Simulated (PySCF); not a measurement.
## Ionisation energy of S by level of theory

S [Ne] 3s2 3p4 [3p1/2^2 3p3/2^2, M_J = 2] → S⁺ [Ne] 3s2 3p3 [3p1/2^2 3p3/2^1, M_J = 3/2], as a difference of total energies. Computed with PySCF 2.14 in x2c-SVPall-2c with one added diffuse shell each of s, p type (5s5p1d, 25 functions), with the two-component X2C-1e Hamiltonian. Correlated levels: [Ne] frozen. "Screened" scales the spin-orbit matrix elements by Boettger's factors to mimic the two-electron term; Breit and QED terms are absent.

```tsv
method	ionisation energy (eV)
GHF (spin-free)	9.202
GMP2 (spin-free)	9.691
GHF (screened spin-orbit)	9.229
GMP2 (screened spin-orbit)	9.718
```

Question: How much does correlation contribute at GMP2 (screened spin-orbit)?

Answer: 9.718 − (9.229) = 0.489 eV, measured against GHF (screened spin-orbit).

Errors of the correlated levels include the incompleteness of this basis and the frozen core.

The labels give the starting determinants; with spin-orbit coupling the two ends relaxed to ⟨J²⟩ = 6.01, ⟨L²⟩ = 2.01, ⟨S²⟩ = 2.00 and ⟨J²⟩ = 3.75, ⟨L²⟩ = 0.00, ⟨S²⟩ = 3.75.

For comparison: 10.360 eV (measured; NIST Atomic Spectra Database, ionization energies).
